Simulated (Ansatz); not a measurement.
Input file for C3H2F2O, SMILES `FC1(F)C=CO1`:

```yaml
crystal:
  periodic: [false, false, false]
  atoms:
    - {symbol: F, position_ang: [0.621516, -1.790614, 0.500709]}
    - {symbol: C, position_ang: [0.639638, -0.473964, 0.322495]}
    - {symbol: F, position_ang: [1.879450, -0.057787, 0.557681]}
    - {symbol: C, position_ang: [-0.096776, 0.099517, -0.860150]}
    - {symbol: C, position_ang: [-0.895814, 0.649795, 0.045146]}
    - {symbol: O, position_ang: [-0.295191, 0.175662, 1.205146]}
    - {symbol: H, position_ang: [0.009088, 0.057781, -1.928649]}
    - {symbol: H, position_ang: [-1.769811, 1.282409, 0.101822]}
basis:
  gaussian: {orbitals: def2-TZVPP}
correlation: {method: ccsd_t}
```

```sh
$ ansatz run in.yaml --threads 4 --pin off --events-out ev --progress --plain --max-ram 10444MiB
```

The program prints (abridged):

```
Functional definition: HF
1376 factors; integrals over basis functions are off by at most 1.3e-3 eV
mean field evaluation 1: about -10570.0948 eV, gradient 4.4e1 eV
mean field evaluation 2: about -10570.4249 eV, gradient 4.5e1 eV
mean field evaluation 4: about -10574.3131 eV, gradient 4.3e0 eV
mean field evaluation 8: about -10574.3755 eV, gradient 3.8e-1 eV
mean field evaluation 16: about -10574.3761 eV, gradient 1.7e-6 eV
mean field -10574.37612577 eV, -388.6011550524 hartree, gradient 1.7e-6 eV, S^2 0.000000; 0 other end points of the search recorded, 0 dependent functions left out
6 core orbitals not correlated: weight in the atoms' cores, before any rotation towards them, 1.000 or more for the frozen orbitals, at most 0.000 for the correlated occupied ones
reference -10574.37612577 eV, -388.6011550524 hartree; 17, 17 occupied and 191, 191 virtual orbitals, 1376 factors
second order -32.34978061 eV of doubles, -0.00000000 eV of singles
cycle   1  -31.79586720 eV  change    5.5e-1 eV  update   1.2e-1
cycle   2  -32.52747874 eV  change   -7.3e-1 eV  update   3.7e-2
cycle   3  -32.70068968 eV  change   -1.7e-1 eV  update   1.9e-2
cycle   4  -32.68126212 eV  change    1.9e-2 eV  update   4.8e-3
cycle   5  -32.67794885 eV  change    3.3e-3 eV  update   2.2e-3
cycle   6  -32.68026338 eV  change   -2.3e-3 eV  update   6.3e-4
cycle   7  -32.68007461 eV  change    1.9e-4 eV  update   2.5e-4
cycle   8  -32.67983545 eV  change    2.4e-4 eV  update   8.2e-5
cycle   9  -32.67983910 eV  change   -3.6e-6 eV  update   3.8e-5
perturbative correction -1.31449774 eV, -0.0483069008 hartree
Total energy: -10608.37046260 eV, -389.8504238890 hartree
```

It took 2.3 min on 4 threads of an Arm Neoverse V1 on a shared host, with 3.5 GiB of host memory at the peak.

MP2 recovers 95.2 % of the CCSD(T) correlation energy and the triples give 3.9 %; T1 = 0.0134.
